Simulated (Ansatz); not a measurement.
System: cubic perovskite SrTiO3 (cubic form, which distorts at low temperature). Method: PBE in Ansatz (PAW).

Run with plane-wave cutoff 520 eV, 6×6×6 k mesh, perturbation theory, no spin polarisation, scalar-relativistic PAW data made under PBE.

The cell has the measured lattice parameters. Conventional cell: a = 3.9050 Å, b = 3.9050 Å, c = 3.9050 Å, α = 90.00°, β = 90.00°, γ = 90.00°.

Harmonic phonon frequencies (cm⁻¹; i marks an imaginary mode; at Γ without the LO shift):

```csv
q point,frequencies
Γ,93i 93i 93i 0 0 0 156 156 156 232 232 232 532 532 532
X,88 88 105 105 164 164 166 275 277 313 313 503 503 528 747
M,31i 101 104 111 111 261 261 319 319 458 459 469 469 500 796
R,84i 84i 84i 132 132 132 427 427 427 430 430 430 469 469 831
```

Imaginary modes appear, so the structure is dynamically unstable at this level.

Note: the run finds an imaginary mode (93i cm⁻¹), so the cell is a saddle point at this level; the cell isn't this level's own, so it is under some stress, which shifts stiffness and frequencies.

Ansatz is a quantum-chemistry and plane-wave program.
